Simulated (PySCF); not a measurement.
**SH₆ at several levels of theory**

All levels use the PBE0 minimum (singlet; S–H 1.412 Å (×6); H–S–H 90.0° (×12), H–S–H 180.0° (×3)), basis [S def2-TZVP, H def2-TZVP], no relativity, density fitting, no spin–orbit coupling, PySCF. For vertical energies the ionised species is a doublet (spins chosen at PBE0 and kept). Atomisation goes to high-spin ground-configuration atoms, without zero-point energy. Open shells are unrestricted, also as the reference of the correlated levels. A dash marks a value that was not computed or is not defined at that level.

Coordinates in bohr (charge 0 multiplicity 1):
```
S     0.0000    0.0000    0.0000
H     0.0000    0.0000    2.6688
H     0.0000    0.0000   -2.6688
H     2.6688    0.0000    0.0000
H     0.0000    2.6688    0.0000
H    -2.6688    0.0000    0.0000
H     0.0000   -2.6688    0.0000
```

```csv
level,atomisation (kJ/mol),vertical IP (eV),−ε(HOMO) (eV),gap (eV)
PBE0,1208,9.26,6.79,6.01
HF,712,8.74,9.69,11.98
MP2,1080,9.33,–,–
PBE,1228,9.17,5.65,3.97
B3LYP,1228,9.39,6.70,5.54
r2SCAN,1237,9.20,5.89,4.54
TPSSh,1283,9.28,6.31,5.26
PBEsol,1310,9.04,5.52,3.92
HSE06,1203,9.27,6.40,5.22
```
